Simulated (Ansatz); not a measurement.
# Cubic perovskite CsSnBr3

Calculation: PBE (plane waves, PAW; Ansatz, an electronic-structure program).

Settings: plane-wave cutoff 520 eV, 6×6×6 k mesh, Fermi–Dirac smearing 0.01 eV, scalar-relativistic PAW data made under PBE.

Cell (relaxed at this level):

```cif
data_Br3CsSn
_chemical_formula_sum 'Cs1 Sn1 Br3'
_space_group_name_H-M_alt 'P 1'
_space_group_IT_number 1
_cell_length_a 5.89646
_cell_length_b 5.89646
_cell_length_c 5.89646
_cell_angle_alpha 90.000
_cell_angle_beta 90.000
_cell_angle_gamma 90.000
loop_
_space_group_symop_operation_xyz
  'x, y, z'
loop_
_atom_site_label
_atom_site_type_symbol
_atom_site_fract_x
_atom_site_fract_y
_atom_site_fract_z
_atom_site_occupancy
Cs1 Cs 0.00000 0.00000 0.00000 1
Sn1 Sn 0.50000 0.50000 0.50000 1
Br1 Br 0.50000 0.00000 0.50000 1
Br2 Br 0.00000 0.50000 0.50000 1
Br3 Br 0.50000 0.50000 0.00000 1
```

For cubic perovskite CsSnBr3, the bulk modulus B0 is 19.3 GPa. The band gap is 0.65 eV, the Γ–Γ gap comes out as 5.07 eV and the pressure derivative B′ of the bulk modulus is 4.6.

Note: the relaxation could not lower the start's symmetry, so the cell can be a saddle point above a distorted one.

Spin–orbit coupling is not included.

The computed numbers hold no vibrational or temperature effects.
